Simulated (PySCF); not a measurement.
**One shape, several levels: C2H2F2 (vinylidene fluoride)**

Wanted: a comparison of 5 runs (HF/def2-SVP, PBE0/6-31G*, B3LYP/6-31G*, wB97X/6-311G**, PBE/def2-SVPD) of C2H2F2 (vinylidene fluoride). Input form: a Python script.

The calculation is run with PySCF 2.14.0.

## 1. The structure to begin with

The species is C2H2F2 (6 atoms), meant as a singlet with charge 0. As SMILES, `C=C(F)F`. Geometry: relaxed at PBE0-D4/def2-TZVP.

Bond lengths: C1–C2 1.315 Å, C2–F3 1.313 Å, C2–F4 1.313 Å, C1–H5 1.079 Å, C1–H6 1.079 Å. Angles: C1–C2–F3 125.2°, C1–C2–F4 125.2°, F3–C2–F4 109.6°, C2–C1–H5 119.7°, C2–C1–H6 119.7°, H5–C1–H6 120.6°.

## 2. Energy and forces at HF/def2-SVP (run 1)

Contents of job.py:

```python
import pyscf.grad
from pyscf import gto, scf

mol = gto.M(
    atom=[
    ('C', (-0.115900, 0.471000, -0.544400)),
    ('C', (0.105000, -0.394600, 0.420100)),
    ('F', (-0.454900, -0.363600, 1.607600)),
    ('F', (0.919200, -1.422100, 0.343000)),
    ('H', (0.394200, 0.360600, -1.488400)),
    ('H', (-0.805600, 1.284800, -0.384200)),
],
    basis='def2-svp',
    verbose=4,
    spin=0,
    max_memory=1860,
)

hf = scf.RHF(mol)
hf.conv_tol = 1e-10
hf.kernel()
if not hf.converged:
    hf = hf.newton().run(hf.mo_coeff, hf.mo_occ)

etot = hf.e_tot
print('Final energy', etot)
grad = hf.Gradients().kernel()
hf.analyze()
```

The run is started by

```sh
$ OMP_NUM_THREADS=1 python job.py
```

The log of the run:

```text
PySCF version 2.14.0

[... 63 lines left out ...]
Final energy -275.5242268693125
[... 23 lines left out ...]
MO #3   energy= -11.4320315920225  occ= 2
[... 8 lines left out ...]
MO #12  energy= -0.692217724430681 occ= 2
[... 8 lines left out ...]
MO #21  energy= 0.380339695927093  occ= 0
[... 8 lines left out ...]
MO #30  energy= 0.916245399022189  occ= 0
[... 8 lines left out ...]
MO #39  energy= 1.6908727510498    occ= 0
[... 8 lines left out ...]
MO #48  energy= 2.23121575174539   occ= 0
[... 8 lines left out ...]
MO #57  energy= 3.39953079744966   occ= 0
[... 8 lines left out ...]
MO #66  energy= 4.38852917774423   occ= 0
[... 75 lines left out ...]
Dipole moment(X, Y, Z, Debye): -0.24587,  0.96319, -1.07333
```

Wall time 4.5 s (1 thread of Intel Xeon at 2.70GHz, shared host); peak memory 0.14 GiB.

## 3. Energy and forces at PBE0/6-31G(d) (spherical functions) (run 2)

Contents of calc.py:

```python
# C=C(F)F
import pyscf.grad
from pyscf import gto, dft

mol = gto.Mole()
mol.atom = '''
C   -0.115900   0.471000  -0.544400
C    0.105000  -0.394600   0.420100
F   -0.454900  -0.363600   1.607600
F    0.919200  -1.422100   0.343000
H    0.394200   0.360600  -1.488400
H   -0.805600   1.284800  -0.384200
'''
mol.charge = 0
mol.max_memory = 1860
mol.spin = 0
mol.verbose = 4
mol.basis = '6-31g*'
mol.build()

myscf = dft.RKS(mol)
myscf.xc = 'pbe0'
myscf.grids.level = 5
myscf.conv_tol = 1e-10
myscf.kernel()
if not myscf.converged:
    myscf = myscf.newton().run(myscf.mo_coeff, myscf.mo_occ)

energy = myscf.e_tot
print('E(%s) = %.9f' % ('PBE0', energy))
grad = myscf.Gradients().kernel()
dip = myscf.dip_moment()
pop, q = myscf.mulliken_pop()
```

The run is started by

```sh
$ OMP_NUM_THREADS=1 python calc.py
```

The log of the run:

```text
PySCF version 2.14.0

[... 73 lines left out ...]
converged SCF energy = -276.77602635811
[... 14 lines left out ...]
Dipole moment(X, Y, Z, Debye): -0.16314,  0.63901, -0.71211
[... 67 lines left out ...]
charge of    5H =      0.20251
```

Run time: 21 s. Hardware: 1 thread of Intel Xeon at 2.70GHz, shared host; peak memory 0.6 GiB.

Runs 3 to 4 aren't shown in full; the table further down has their settings and results.

## 4. Energy and forces at PBE/def2-SVPD (run 5)

Contents of run.py:

```python
from pyscf import gto, dft

molecule = gto.M(
    atom='''
C     -0.219019     0.890061    -1.028767
C      0.198421    -0.745686     0.793874
F     -0.859636    -0.687104     3.037924
F      1.737036    -2.687380     0.648176
H      0.744930     0.681435    -2.812668
H     -1.522363     2.427920    -0.726033
''',
    spin=0,
    max_memory=1860,
    basis='def2-svpd',
    charge=0,
    unit='bohr',
    verbose=3,
)

mf = dft.RKS(molecule)
mf.xc = 'pbe'
mf.grids.level = 5
mf.conv_tol = 1e-10
mf.kernel()
if not mf.converged:
    mf = mf.newton().run(mf.mo_coeff, mf.mo_occ)

etot = mf.e_tot
print('Final energy', etot)
grad = mf.nuc_grad_method().kernel()
dip = mf.dip_moment()
pop, q = mf.mulliken_pop()
```

The run is started by

```sh
$ OMP_NUM_THREADS=1 python run.py
```

The log of the run:

```text
converged SCF energy = -276.592314493233
Final energy -276.5923144932328
[... 9 lines left out ...]
Dipole moment(X, Y, Z, Debye): -0.19512,  0.76432, -0.85172
[... 109 lines left out ...]
charge of    5H =     -0.07118
```

It took 39 s on 1 thread of Intel Xeon at 2.70GHz, shared host; peak memory 1 GiB.

## 5. Overview of the runs

```
run                               level  integration grid  Cartesian functions  energy (Eh)  dipole moment (D)  HOMO energy (eV)  LUMO energy (eV)  wall time
  1                         HF/def2-SVP                 –                   no  -275.524227               1.46            -10.74              4.91      4.5 s
  2   PBE0/6-31G* (spherical functions)                 5                   no  -276.776026               0.97             -7.39              1.12       21 s
  3  B3LYP/6-31G* (Cartesian functions)                 5                  yes  -277.058265               0.95             -7.10              0.89       24 s
  4                      wB97X/6-311G**                 5                   no  -277.078221               1.14            -10.11              3.05       42 s
  5                       PBE/def2-SVPD                 5                   no  -276.592314               1.16             -6.55             -0.69       39 s
```

## 6. Outcome

```
                       quantity          value
            run 5: total energy  -276.59231 Eh
           run 5: dipole moment         1.16 D
             run 5: HOMO energy       -6.55 eV
             run 5: LUMO energy       -0.69 eV
           run 5: HOMO–LUMO gap        5.87 eV
run 5: largest force on an atom     0.945 eV/Å
```

In words: The dipole moment (its size) runs from 0.95 D (B3LYP/6-31G*) to 1.46 D (HF/def2-SVP). The two ends differ in method and basis. The HOMO–LUMO gap runs from 5.87 eV (PBE/def2-SVPD) to 15.65 eV (HF/def2-SVP). Totals of different functionals can't be ranked against each other. All runs together took 2.2 min, the longest 42 s.
